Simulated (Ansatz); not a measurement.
The first iterations of a band of CH6N3 (10 atoms, charge 1, multiplicity 1).

Level of theory: RKS PBE/def2-SVP in Ansatz.

```json
{"movable images": "5", "climbing image": "yes", "spring": "5.0 eV/Å²", "optimiser": "quadratic models (default)", "start path": "through a guess of the saddle point", "force threshold": "0.05 eV/Å", "iteration limit": "60", "end points": "relaxed"}
```

First end point:

```xyz
10
Properties=species:S:1:pos:R:3
N -1.127 0.518 -0.513
C -0.001 -0.001 0.001
N 0.518 -1.125 -0.518
N 0.609 0.607 1.031
H -1.609 0.077 -1.296
H -1.540 1.372 -0.138
H 1.372 -1.539 -0.146
H 0.074 -1.606 -1.300
H 1.467 0.234 1.438
H 0.237 1.463 1.441
```

Last end point:

```xyz
10
Properties=species:S:1:pos:R:3
N -1.127 0.518 -0.513
C 0.000 0.000 0.000
N 0.518 -1.125 -0.518
N 0.610 0.607 1.030
H -1.609 0.077 -1.296
H -1.540 1.372 -0.138
H 1.373 -1.539 -0.146
H 0.074 -1.606 -1.300
H 0.237 1.463 1.442
H 1.467 0.234 1.438
```

| iteration | highest image above the first end (eV) | largest band force component (eV/Å) |
| --- | --- | --- |
| 1 | 4.108 | 18.550 |
| 2 | 0.653 | 1.502 |
| 3 | 0.638 | 0.892 |
| 4 | 0.634 | 0.271 |

**Question.** Does the band converge within its limit, and where does its top end?

**Answer.** The forces met the threshold. It ended after 14 iterations with the highest image 0.573 eV above the first end. A vibrational analysis at the climbing image gives one clearly imaginary mode, 478i cm⁻¹: a first-order saddle point. Limits of this set-up: the dipole of an ion depends on the origin.

Time of the run: 2.4 min on 1 thread of Arm Neoverse V2, on a shared host, peak memory 0.16 GiB.
